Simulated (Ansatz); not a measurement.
Which isomer of CH5NS gives these data?

These gas-phase data were calculated for one isomer of CH5NS at B3LYP-D4/def2-TZVP (harmonic, unscaled wavenumbers; equilibrium rotational constants with average atomic masses):

* rotational constants: 35.99, 5.677, 5.266 GHz
* all wavenumbers above 1500 cm⁻¹: 3542, 3106, 3064, 2988, 2605, 1513

Candidates:

(1) `CNS`, a singlet
(2) `NCS`, a singlet

Question: Which structure fits?

Answer: Candidate (1). 1 mode lies between 3250 and 3800 cm⁻¹, one for each N–H bond, while (2) has 2.

The same quantities for all candidates:

```
     rotational constants (GHz)               wavenumbers above 1500 cm⁻¹  E above the lowest, B3LYP-D4/def2-TZVP (kcal/mol)
(1)         35.99, 5.677, 5.266        3542, 3106, 3064, 2988, 2605, 1513                                               10.6
(2)         32.43, 5.451, 4.987  3563, 3475, 3083, 2979, 2666, 1643, 1503                                                0.0
```

Harmonic stretches to hydrogen usually lie a few per cent above observed fundamentals. Each candidate is one conformer. Programs: Ansatz 0.2.0.
